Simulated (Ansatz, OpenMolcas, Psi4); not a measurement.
**Abstraction of Cl: CClF3 + C2H3O → CF3 + C2H3ClO**

Gas-phase species: CClF3 `FC(F)(F)Cl`, singlet; C2H3O (acetyl radical) `C[C]=O`, doublet; CF3 (trifluoromethyl radical) `F[C](F)F`, doublet; C2H3ClO (acetyl chloride) `CC(=O)Cl`, singlet. A radical takes Cl: the energy is the difference in strength between two C–Cl bonds in different surroundings.

Shapes, held fixed at every level: PBE0-D4/def2-TZVP. Programs: Ansatz 0.2.0, OpenMolcas 26.06, Psi4 1.11. A level may come from different programs for different species; with the same settings they agree closely. The zero-point and thermal change to 298 K, harmonic and unscaled (PBE0-D4/def2-TZVP), is +2.8 kJ/mol.

Task: Estimate ΔH(298 K) of this reaction.

Result: The highest level, CCSD(T)/CBS estimate, gives ΔH(298 K) = +12.1 kJ/mol; the levels span -3.8 to +12.1. They disagree on the sign: 5 of 8 are positive. The column of differences is taken from that level and isn't an error. No measured value is set beside it here. Open shells run unrestricted. The CBS estimate extrapolates MP2 from def2-TZVPP and def2-QZVPP and adds CCSD(T) − MP2 in the triple-zeta set, cores frozen.

```
                             level                   kind  ΔH(298 K) (kJ/mol)  less CCSD(T)/CBS estimate
                      MP2/def2-SVP    perturbation theory                +8.5                       -3.6
                     HF/def2-TZVPP           Hartree–Fock                -1.1                      -13.2
                 PBE-D4/def2-TZVPP                    GGA                -3.2                      -15.3
              r2SCAN-D4/def2-TZVPP               meta-GGA                -3.8                      -15.9
B3LYP/6-31G* (Cartesian functions)          global hybrid                +2.3                       -9.8
                CCSD(T)/def2-TZVPP  coupled cluster or CI               +10.9                       -1.2
                   CCSD/def2-TZVPP  coupled cluster or CI               +11.4                       -0.7
              CCSD(T)/CBS estimate  coupled cluster or CI               +12.1                        0.0
```
